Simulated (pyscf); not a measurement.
Optimised with ωB97X-D3(BJ)/def2-SVP in PySCF. Correlated levels are frozen-core, on RHF or UHF. ΔMP2 is the change of the MP2 total energy from the triple- to the quadruple-zeta basis.

SMILES: [SiH2]([GeH3])P
```xyz
10

P      0.8880     0.1526    -0.9319
Si    -0.9120    -0.7651     0.0722
Ge    -0.5254    -0.6594     2.4044
H      0.2804     0.2708    -2.2147
H      0.5517     1.4778    -0.5313
H     -1.0095    -2.1893    -0.3626
H     -2.1891    -0.0737    -0.2740
H     -1.7145    -1.2242     3.1981
H     -0.3070     0.8035     2.8272
H      0.7352    -1.4613     2.7641
```
Charge 0, spin multiplicity 1.

### Question
What is the homolytic dissociation enthalpy (298 K, CCSD(T)/def2-TZVPP + ΔMP2(QZVPP)) of the P–Si bond of H₂P–SiH₂–GeH₃ (SMILES P[SiH2][GeH3]), to PH₂• + •H₂Si–GeH₃?

### Answer
P–Si to PH₂• + •H₂Si–GeH₃: 68.8 kcal/mol. •H₂Si–GeH₃ lies 8.4 kcal/mol over its isomer H₃Si–GeH₂•, and others may lie lower still (electronic energy, ωB97M-D3(BJ)). The CCSD(T) − MP2 part came from Ansatz, without density fitting, on the same reference. The frozen core leaves the outer d or s,p core shells of the metals and heavy elements correlated in the MP2 and CC values, and def2-TZVPP describes them poorly, which can shift differences by a few kcal/mol. Elements up to Kr have no core potential and no relativistic terms here.
